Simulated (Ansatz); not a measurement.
# BH5SSi: ionisation energy by level of theory

The task here is to estimate one member of a computed series from the others.

Computed with Ansatz 0.2.0, Gaussian basis. Level: unrestricted cation, the program's frozen cores in correlated methods.

Levels to be run: UKS PBE-D4/def2-TZVPP; UKS r2SCAN-D4/def2-TZVPP; UKS PBE0-D4/def2-TZVPP; UKS B3LYP-D4/def2-TZVPP; UKS wB97X-V/def2-TZVPP; UKS wB97M-V/def2-TZVPP; UKS B2PLYP/def2-TZVPP; UHF-MP2/def2-TZVPP; UHF-MP2/def2-QZVPP; then −ε(HOMO) from the neutral's earlier runs with LDA (SPW92), PBE-D4, revPBE-D4, BLYP-D4, r2SCAN-D4, B97M-V, PBE0-D4, B3LYP-D4, r2SCANh-D4, r2SCAN0-D4, HSE06-D4, BHLYP-D4, CAM-B3LYP-D4, LC-ωPBE, ωB97X-V, ωB97M-V.

1 further run of the same task is left out (it didn't finish). Runs told in other sessions of the task aren't counted.

**The relaxed structure**

An earlier PBE0-D4 in a triple-zeta def2 set relaxation fixed the geometry.

8 atoms, charge 0, spin multiplicity 1.

Atoms are counted from 1 here; the program's logs count them from 0.

Bond lengths: Si1–B2 2.010 Å, Si1–H4 1.489 Å, Si1–H5 1.490 Å, Si1–H6 1.490 Å, B2–S3 1.763 Å, B2–H7 1.193 Å, S3–H8 1.347 Å. Angles: B2–Si1–H4 112.9°, B2–Si1–H5 109.7°, B2–Si1–H6 109.7°, H4–Si1–H5 108.4°, H4–Si1–H6 108.4°, H5–Si1–H6 107.6°, Si1–B2–S3 118.6°, Si1–B2–H7 122.0°, S3–B2–H7 119.5°, B2–S3–H8 100.4°.

Set-up of the first run:

The input, in.yaml:

```yaml
crystal:
  periodic: [false, false, false]
  atoms:
    - {symbol: Si, position_ang: [-0.624635, 0.864869, -0.680343]}
    - {symbol: B, position_ang: [0.524660, -0.267269, 0.518092]}
    - {symbol: S, position_ang: [0.364528, -2.020361, 0.429542]}
    - {symbol: H, position_ang: [-1.525842, 0.058541, -1.548517]}
    - {symbol: H, position_ang: [0.238992, 1.708620, -1.554077]}
    - {symbol: H, position_ang: [-1.462127, 1.780393, 0.145240]}
    - {symbol: H, position_ang: [1.305985, 0.212926, 1.281190]}
    - {symbol: H, position_ang: [1.270640, -2.394819, 1.353072]}
basis:
  gaussian: {orbitals: def2-TZVPP}
total_charge: 1
magnetization: {spin_polarized: true, initial_magnetization: 1}
hamiltonian: {xc: pbe, dispersion: d4}
```

Started as:

```console
ansatz run in.yaml --threads 2 --pin off --events-out ev --progress --plain --max-ram 4352MiB
```

Steps of the session up to this table: Cation, UKS PBE-D4/def2-TZVPP; Cation, UKS r2SCAN-D4/def2-TZVPP; Cation, UKS PBE0-D4/def2-TZVPP; Cation, UKS B3LYP-D4/def2-TZVPP; Cation, UKS wB97X-V/def2-TZVPP; Cation, UKS wB97M-V/def2-TZVPP; Cation, UKS B2PLYP (frozen core)/def2-TZVPP; Cation, UHF-MP2/def2-TZVPP; Cation, UHF-MP2/def2-QZVPP.

One of the session's tables, all rows but one given; the rest of the session is left out.

Orbital estimates, from the neutral's runs:

| functional | −ε(HOMO) (eV) |
| --- | --- |
| LDA (SPW92) | 7.20 |
| PBE-D4 | 7.15 |
| revPBE-D4 | 7.12 |
| BLYP-D4 | 7.04 |
| r2SCAN-D4 | ? |
| B97M-V | 7.53 |
| PBE0-D4 | 8.38 |
| B3LYP-D4 | 8.19 |
| r2SCANh-D4 | 7.88 |
| r2SCAN0-D4 | 8.56 |
| HSE06-D4 | 7.98 |
| BHLYP-D4 | 9.54 |
| CAM-B3LYP-D4 | 9.75 |
| LC-ωPBE | 11.10 |
| ωB97X-V | 10.75 |
| ωB97M-V | 10.53 |

**Question.** Estimate the row for r2SCAN-D4.

Worked estimate for «−ε(HOMO) (eV)». Against the share of exact exchange, r2SCANh-D4 (0.1, 7.88), r2SCAN0-D4 (0.25, 8.56) give a slope of 4.53 per unit share; at 0 the line stands at 7.43.

The run gave: −ε(HOMO) (eV): 7.43. In «−ε(HOMO) (eV)» the line misses by 0.00.
